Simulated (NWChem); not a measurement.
**Correlation energy of hydrogen sulfide (H2S)**

```
S
H 1 1.3608
H 1 1.3608 2 91.41
```
Charge 0, spin multiplicity 1.

All runs are NWChem calculations. Structure: optimised with PBE/def2-SVP, a minimum by its harmonic frequencies.

Basis set: 6-31G*. Each correlation energy counts from its own Hartree-Fock reference.

The correlated methods keep 5 core orbitals frozen. The Pople sets run with spherical d functions. No row is a measurement; the coupled-cluster row has its own basis-set and correlation limits.

Task: For the correlation energy, SCS-MP2 gives -123.5 mHa and CR-CCSD[T] gives -146.0 mHa. What do CCSD(T), CCSD+T(CCSD) give?

Result: CCSD(T): -146.3 mHa; CCSD+T(CCSD): -146.4 mHa.
